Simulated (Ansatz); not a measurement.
Choice of functional: Nb

```
Nb
1.0
    -1.65491    1.65491    1.65491
     1.65491   -1.65491    1.65491
     1.65491    1.65491   -1.65491
Nb
1
Cartesian
  0.0000 0.0000 0.0000
```

The structure comes from a relaxation in the same program, started in the bcc type, and has space group Im-3m. Whether it is a known phase or the ground state wasn't checked.

Spin polarisation is left out, and whether a magnetic state lies lower isn't shown here.

One fixed cell is solved with several functionals by PAW (frozen-core files) in Ansatz 0.2.0, scalar-relativistically. A positive pressure means that the functional wants a larger cell.

The PAW files were made with PBE; their cores are remade for each functional.

Settings: a Γ-centred 16×16×16 k mesh, Fermi–Dirac smearing of 0.08 eV, cutoff 420 eV, no spin polarisation.

Cutoffs: PBE 420 eV, LDA 420 eV, PBEsol 420 eV, r²SCAN 500 eV.

```tsv
setting	P (GPa)	lowest level at Γ above −25 eV, from the valence-band top or, without a gap, the Fermi level (eV)
PBE	0.00	-5.91
LDA	-9.84	-5.92
PBEsol	-5.98	-5.94
r²SCAN	?	?
```

Q: Fill in "P (GPa)" for the row "r²SCAN".

A: -1.13.

Q: Fill in "lowest level at Γ above −25 eV, from the valence-band top or, without a gap, the Fermi level (eV)" for the row "r²SCAN".

A: -6.27.
